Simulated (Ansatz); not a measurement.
# CHSSi+ (SMILES [Si+]#CS): single points off equilibrium

One table from this session's results is given with a row withheld; the runs are named, their logs left out.

Method: single points in def2-TZVPP; program: Ansatz 0.2.0, Gaussian basis.

Correlated methods freeze the cores.

## The starting structure

SMILES `[Si+]#CS`, 4 atoms, charge 1, spin multiplicity 1.

Atoms are counted from 1 here; the program's logs count them from 0.

Bond lengths: Si1–C2 1.743 Å, C2–S3 1.567 Å, S3–H4 1.360 Å. Angles: Si1–C2–S3 155.4°, C2–S3–H4 100.7°.

Geometry (Å):

```xyz
4

Si   -1.8371    0.2267    1.1743
C    -0.6230    0.4872   -0.0493
S     0.6938    0.1751   -0.8397
H     1.2064   -0.8350   -0.0872
```

Set-up of the first run:

run/in.yaml reads:

```yaml
crystal:
  periodic: [false, false, false]
  atoms:
    - {symbol: Si, position_ang: [-1.837085, 0.226732, 1.174259]}
    - {symbol: C, position_ang: [-0.622952, 0.487190, -0.049253]}
    - {symbol: S, position_ang: [0.693798, 0.175058, -0.839734]}
    - {symbol: H, position_ang: [1.206382, -0.834965, -0.087197]}
basis:
  gaussian: {orbitals: def2-TZVPP}
total_charge: 1
hamiltonian: {xc: pbe, dispersion: d4}
output: {forces: true}
```

The run is started by

```bash
> ansatz run in.yaml --threads 2 --pin off --events-out ev --progress --plain --max-ram 3481MiB
```

Steps of the session up to this table: PBE-D4/def2-TZVPP; r2SCAN-D4/def2-TZVPP; PBE0-D4/def2-TZVPP; wB97M-V/def2-TZVPP; CCSD(T)/def2-TZVPP.

One table of the session follows, with a row left open; its other results are not shown here.

| method | RMS force component (eV/Å) | angle to CCSD(T) forces (°) |
| --- | --- | --- |
| PBE-D4 | ? | ? |
| r2SCAN-D4 | 0.380 | 25.4 |
| PBE0-D4 | 0.311 | 31.1 |
| wB97M-V | 0.282 | 25.9 |
| CCSD(T) | 0.493 | reference |

**Question.** Estimate the row for PBE-D4.

The run gave: RMS force component (eV/Å): 0.523; angle to CCSD(T) forces (°): 25.8. In the column «RMS force component (eV/Å)» it is the highest.
